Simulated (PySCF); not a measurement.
Species: C₄H₇N.
SMILES: `C=NC1CC1`

Vertical excitations from PySCF (density fitting, frozen core in the response, grid level 2 and gas phase unless stated; continuum runs use non-equilibrium linear response for the excitations) on a GFN2-xTB geometry. Reference run:

```csv
settings,"S1, eV (f)","S2, eV (f)","S3, eV (f)","S4, eV (f)","S5, eV (f)","S6, eV (f)","T1, eV (Tamm–Dancoff)",mean α (au)
"CAM-B3LYP/def2-SVPD, full TDDFT, 8 singlets",5.06 (0.001),6.92 (0.383),7.49 (0.046),7.61 (0.006),7.82 (0.003),8.06 (0.030),4.25,56.3
```

What do these settings give: (1) PBE0/IGLO-II, grid level 3, energy threshold 1e-06 Eh, full TDDFT, 25 singlets; (2) PW91/6-31G-J, IEF-PCM water, full TDDFT, 6 singlets?

| settings | S1, eV (f) | S2, eV (f) | S3, eV (f) | S4, eV (f) | S5, eV (f) | S6, eV (f) | T1, eV (Tamm–Dancoff) | mean α (au) |
| --- | --- | --- | --- | --- | --- | --- | --- | --- |
| PBE0/IGLO-II, grid level 3, energy threshold 1e-06 Eh, full TDDFT, 25 singlets | 5.09 (0.002) | 6.78 (0.371) | 7.30 (0.003) | 7.83 (0.109) | 7.92 (0.001) | 8.28 (0.044) | – | 53.4 |
| PW91/6-31G-J, IEF-PCM water, full TDDFT, 6 singlets | 4.95 (0.006) | 6.38 (0.352) | 6.43 (0.003) | 7.72 (0.023) | 7.83 (0.070) | 8.35 (0.124) | – | 62.8 |

(1) S1 moves by +0.03 eV; functional and basis change together, so the shift can't be laid on one. (2) S1 moves by -0.11 eV; functional, basis and environment change together, so the shift can't be laid on one. States are counted by energy in each run and needn't keep their character from row to row.

Which orbital pairs make up S1 in each run, and how does it sit against the orbital gap?

```
                                                                      settings  S1 configurations (weight)  S1 (eV)  orbital gap (eV)  S1 − gap (eV)
                                   CAM-B3LYP/def2-SVPD, full TDDFT, 8 singlets                    H→L 0.96     5.06              9.65          -4.59
PBE0/IGLO-II, grid level 3, energy threshold 1e-06 Eh, full TDDFT, 25 singlets                    H→L 0.98     5.09              7.12          -2.03
                           PW91/6-31G-J, IEF-PCM water, full TDDFT, 6 singlets                    H→L 0.99     4.95              4.51          +0.44
```

One conformer (not necessarily the lowest) at the GFN2-xTB geometry, without vibrations or thermal averaging.

Conformer computed: `[CH2:1]=[N:2][CH:3]1[CH2:4][CH2:5]1`: C1–N2–C3–C4 -146°.
